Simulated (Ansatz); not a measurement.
A made-up structure of MgAlH3O, closed shell:

```xyz
6
angstrom
O -0.3189 0.3845 -0.5168
Al -1.3582 -0.9699 -0.6636
Mg 1.5967 0.0887 1.4010
H -2.4899 -1.0020 -1.6778
H -0.5168 1.1126 -1.1264
H 2.7982 -0.1039 2.6084
```

It is relaxed with PBE-D4/def2-SVP and then PBE0-D4/def2-TZVP (Ansatz 0.2.0). Atoms count as bonded within 1.22 times the sum of their covalent radii (H–H: 0.88 Å). The end point is not checked to be a true minimum.

Problem. Does its bonding change? (Judge from chemistry; the calculation decides.)

Solution. By the calculation: Yes. Formed: O1–Mg3, Al2–Mg3; broken: none.

Where it ends: The first stage lowers the energy by 1.99 eV in 10 steps. It ends as MgAlH₃O ([OH]1[MgH][AlH]1):
```
6
angstrom
O -0.1035 0.4902 -0.3833
Al -1.0690 -1.0627 -0.3470
Mg 0.9855 -0.3354 1.0948
H -2.2401 -0.9932 -1.4543
H -0.1883 1.2795 -0.9259
H 2.3265 0.1315 2.0406
```

Labels in which every atom is bracketed show which atoms are joined, not bond orders.

For scale, one of the runs: PBE0-D4/def2-TZVP relaxation, 118 basis functions, launched by `ansatz run in.yaml --threads 2 --pin off --events-out ev --progress --plain --max-ram 4352MiB`. The run took about 13 s on 2 CPU threads of an Arm Neoverse V2 (shared host).
